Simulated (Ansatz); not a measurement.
## Structure relaxation of P

Level of theory: DFT r2SCAN, scalar-relativistic, plane waves, PAW (Ansatz 0.2.0). Cutoff 500 eV, Γ-centred k mesh, Gaussian smearing, no spin polarisation in the final step.

P was placed on the beta-tungsten (A15) structure type (Pm-3n, No. 223), at a guessed volume.

```xyz
8
Lattice="6.0649 0.0000 0.0000 0.0000 6.0649 0.0000 0.0000 0.0000 6.0649" Properties=species:S:1:pos:R:3 pbc="T T T"
P     3.0325    3.0325    3.0325
P     0.0000    0.0000    0.0000
P     1.5162    0.0000    3.0325
P     3.0325    1.5162    0.0000
P     3.0325    4.5487    0.0000
P     4.5487    0.0000    3.0325
P     0.0000    3.0325    4.5487
P     0.0000    3.0325    1.5162
```

Cell and atoms relax at zero pressure; the relaxation can't lower the symmetry of the start. After a coarse first stage the cell is made exact in the group found at 0.06 Å.

Energies count from the standard state of P at the same level.

(1) What does it relax into?

(2) What are its volume, energy, density and gap?

Answers

(1) It keeps Pm-3n (No. 223). The result has the beta-tungsten (A15) structure. Conventional cell: a = 4.918 Å. P on Wyckoff site a (2 atoms of the primitive cell) has 12 P at 2.75 Å; P on Wyckoff site c (6 atoms of the primitive cell) is coordinated by 2 P at 2.46 Å, 4 P at 2.75 Å and 8 P at 3.01 Å.

```
P
1.0
     4.91758    0.00000    0.00000
     0.00000    4.91758    0.00000
     0.00000    0.00000    4.91758
P
8
Direct
  0.50000 0.50000 0.50000
  0.00000 0.00000 0.00000
  0.25000 0.00000 0.50000
  0.50000 0.25000 0.00000
  0.50000 0.75000 0.00000
  0.75000 0.00000 0.50000
  0.00000 0.50000 0.75000
  0.00000 0.50000 0.25000
```

(2) The volume per atom is 14.87 Å³, the density is 3.46 g/cm³ and the energy over the standard structure is 1.13 eV/atom. The gap on the 8×8×8 mesh is 0 eV (a metal).

The final run used a 8×8×8 mesh on its 8-atom cell and 0.10 eV smearing. For metals, differences of a few meV/atom aren't resolved. Symmetry constrained the relaxation, so the result can be a saddle point. The steps took about 2.1 core-minutes in all.

This form isn't the element's structure at ambient conditions.